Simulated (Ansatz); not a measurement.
## A cut through the energy surface

CH4ClSi (SMILES [SiH2+]CCl) (charge +1), singlet, at its PBE0-D4/def2-TZVP minimum:

```xyz
7
angstrom
Si -0.7469 0.2980 -0.6405
C 0.6152 -0.1042 0.5158
Cl 0.7306 -1.8396 0.7616
H -1.5832 -0.7745 -1.2057
H -1.0185 1.7000 -1.0184
H 0.4458 0.4188 1.4686
H 1.5571 0.3015 0.1186
```

The dihedral angle H4–Si1–C2–Cl3 (1.0° at the minimum) is set to the values below, with the rest relaxed at PBE0-D4/def2-TZVP at each step (the four atoms are held in place, so their three bonds and two angles keep the values of the minimum). Each method's energies count from its own value at the PBE0-D4 minimum structure. Computed with Ansatz 0.2.0 (basis: def2-TZVPP); correlated methods freeze the cores. B3LYP uses VWN-RPA correlation.

```csv
dihedral angle (°),CCSD(T) (meV),MP2 (meV),wB97M-V (meV)
10.7,0,0,1
30.7,0,3,4
50.7,-1,3,8
70.7,-4,2,12
90.7,-5,2,13
110.7,-3,3,11
130.7,0,3,7
150.7,0,2,2
170.7,0,-1,0
```

Largest difference from the CCSD(T) curve over the scan: PBE-D4 22; r2SCAN-D4 13; PBE0-D4 5; B3LYP-D4 15 meV. Each curve counts from its own value at the minimum.

The T1 diagnostic stays at or below 0.013.

For scale, one of the runs: CCSD(T)/def2-TZVPP, 171 basis functions (an equivalent command: `ansatz run in.yaml --threads 2`). The run took 21 s on 2 CPU threads (shared host), with 1.3 GiB of host memory at its peak.
